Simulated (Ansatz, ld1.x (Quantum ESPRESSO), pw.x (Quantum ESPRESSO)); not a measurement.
# From atom to crystal: PAW potential for nickel (Ni)

ld1.x (Quantum ESPRESSO) 7.5 input, shortened:

```
&input
   title='Ni', zed=28., rel=1, dft='PBESOL', iswitch=3,
   config='[Ar] 3d8 4s2 4p0'
 /
 &inputp
   pseudotype=3, lpaw=.true., tm=.true., lloc=-1, rcloc=1.60,
   nlcc=.false.,
   which_augfun='PSQ', rmatch_augfun_nc=.true.
 /
6
4S  1  0   2.00   0.00  2.05  2.40  0.0
4S  1  0   0.00   4.85  2.05  2.40  0.0
4P  2  1   0.00   0.00  1.80  2.30  0.0
4P  2  1   0.00   5.25  1.80  2.30  0.0
3D  3  2   8.00   0.00  0.90  1.25  0.0
3D  3  2   0.00   2.80  0.90  1.25  0.0
 &test
   configts(1)='3d8 4s2 4p0'
 /
```

Crystal test: fcc Ni in pw.x 7.5, no spin, 16³ k-points, Fermi–Dirac smearing 0.01 Ry, cutoffs 145/900 Ry. The reference is all-electron LAPW (Ansatz 0.2.0) with the same functional, mesh and smearing; V0 and B0 come from Birch–Murnaghan fits to the pressures at five volumes. Errors are pseudo minus all-electron; Δ is the rms difference of the E(V) curves that follow from these fits, minima aligned, over ±6 % about the mean V0. Mesh and smearing are coarse, so the numbers serve the comparison and aren't converged zero-temperature values; the lattice is a test structure that the element need not adopt. Spin polarisation and strong correlation are left out, which matters for this element.

| V (Å³/atom) | P all-electron (GPa) | P pseudo (GPa) |
| --- | --- | --- |
| 9.887 | 12.41 | 14.95 |
| 10.147 | 5.34 | 7.58 |
| 10.407 | -0.77 | 1.17 |
| 10.667 | -6.04 | -4.36 |
| 10.927 | -10.59 | -9.10 |

All-electron: a0 = 3.462 Å (V0 = 10.37 Å³/atom), B0 = 230.4 GPa.

Pseudopotential: mean pressure error (GPa): +1.98; a0 (Å): 3.472; a0 error (%): +0.28; B0 error (%): +0.4; Δ (meV/atom): 4.5. Atomic configuration tests: 1 of 7 tests not solved or not reliable.

Task: At the middle volume, how do free energy and pressure move when the wave cutoff is lowered (ecutrho held at 900 Ry)?

Result:

| cutoff (Ry) | shift of F (meV/atom) | shift of P (GPa) |
| --- | --- | --- |
| 65 | +236.1 | -15.91 |
| 87 | +122.2 | -3.66 |
| 116 | +5.4 | -0.60 |

Input at the middle volume:

```
&control
  calculation='scf', prefix='x', pseudo_dir='./', outdir='./tmp', tstress=.true., disk_io='low'
/
&system
  ibrav=0, nat=1, ntyp=1, ecutwfc=145, ecutrho=900, nbnd=12,
  occupations='smearing', smearing='fd', degauss=0.01
/
&electrons
  conv_thr=1e-09, mixing_beta=0.4, electron_maxstep=70
/
ATOMIC_SPECIES
Ni 1.0 Ni.UPF
CELL_PARAMETERS angstrom
  0.00000000 1.73286682 1.73286682
  1.73286682 0.00000000 1.73286682
  1.73286682 1.73286682 0.00000000
ATOMIC_POSITIONS crystal
Ni 0.0000 0.0000 0.0000
K_POINTS automatic
16 16 16 0 0 0
```

```bash
pw.x < Ni.scf.in > Ni.scf.out
```

Lines of the output:

```
Message from routine setup:
     using ibrav=0 with symmetry is DISCOURAGED, use correct ibrav instead
     lattice parameter (alat)  =       4.6310  a.u.
     unit-cell volume          =      70.2299 (a.u.)^3
     number of electrons       =        10.00
     number of Kohn-Sham states=           12
     kinetic-energy cutoff     =     145.0000  Ry
     charge density cutoff     =     900.0000  Ry
     scf convergence threshold =      1.0E-09
     Exchange-correlation= SLA  PW   PSX  PSC
     number of k points=   145  Fermi-Dirac smearing, width (Ry)=  0.0100
     iteration #  1     ecut=   145.00 Ry     beta= 0.40
     total energy              =    -183.13732994 Ry
     estimated scf accuracy    <       0.01422100 Ry
     iteration #  2     ecut=   145.00 Ry     beta= 0.40
     total energy              =    -183.14070892 Ry
     estimated scf accuracy    <       0.00438354 Ry
     iteration #  3     ecut=   145.00 Ry     beta= 0.40
     total energy              =    -183.14257910 Ry
     estimated scf accuracy    <       0.00089734 Ry
     iteration #  4     ecut=   145.00 Ry     beta= 0.40
     total energy              =    -183.14282375 Ry
     estimated scf accuracy    <       0.00082112 Ry
     iteration #  5     ecut=   145.00 Ry     beta= 0.40
     total energy              =    -183.14270519 Ry
     estimated scf accuracy    <       0.00078176 Ry
     iteration #  6     ecut=   145.00 Ry     beta= 0.40
     total energy              =    -183.14266880 Ry
     estimated scf accuracy    <       0.00046279 Ry
     iteration #  7     ecut=   145.00 Ry     beta= 0.40
     total energy              =    -183.14276667 Ry
     estimated scf accuracy    <       0.00005389 Ry
     iteration #  8     ecut=   145.00 Ry     beta= 0.40
     total energy              =    -183.14276951 Ry
     estimated scf accuracy    <       0.00000597 Ry
     [... 5 iterations left out ...]
     iteration # 14     ecut=   145.00 Ry     beta= 0.40
     total energy              =    -183.14276767 Ry
     estimated scf accuracy    <          8.2E-09 Ry
     iteration # 15     ecut=   145.00 Ry     beta= 0.40
     total energy              =    -183.14276767 Ry
     estimated scf accuracy    <          4.0E-09 Ry
     iteration # 16     ecut=   145.00 Ry     beta= 0.40
     total energy              =    -183.14276767 Ry
     estimated scf accuracy    <          1.1E-09 Ry
     iteration # 17     ecut=   145.00 Ry     beta= 0.40
     total energy              =    -183.14276767 Ry
     estimated scf accuracy    <          2.0E-09 Ry
     iteration # 18     ecut=   145.00 Ry     beta= 0.40
     total energy              =    -183.14276767 Ry
     estimated scf accuracy    <          1.8E-09 Ry
     iteration # 19     ecut=   145.00 Ry     beta= 0.40
     total energy              =    -183.14276767 Ry
     estimated scf accuracy    <          2.6E-09 Ry
     iteration # 20     ecut=   145.00 Ry     beta= 0.40
     total energy              =    -183.14276767 Ry
     estimated scf accuracy    <          2.1E-09 Ry
     iteration # 21     ecut=   145.00 Ry     beta= 0.40
     the Fermi energy is    14.1134 ev
!    total energy              =    -183.14276767 Ry
     estimated scf accuracy    <          3.0E-12 Ry
     smearing contrib. (-TS)   =      -0.01018854 Ry
     The total energy is F=E-TS. E is the sum of the following terms:
     one-electron contribution =      -8.58074381 Ry
     hartree contribution      =      20.15563220 Ry
     xc contribution           =     -13.15805026 Ry
     ewald contribution        =     -70.00551043 Ry
     one-center paw contrib.   =    -111.54390683 Ry
     convergence has been achieved in  21 iterations
          total   stress  (Ry/bohr**3)                   (kbar)     P=       11.69
```

The run at the middle volume (145 k-points, 21 iterations) took about 2 min on one core of a shared host (Neoverse-V1, 32 threads, 247 GiB, load 15).
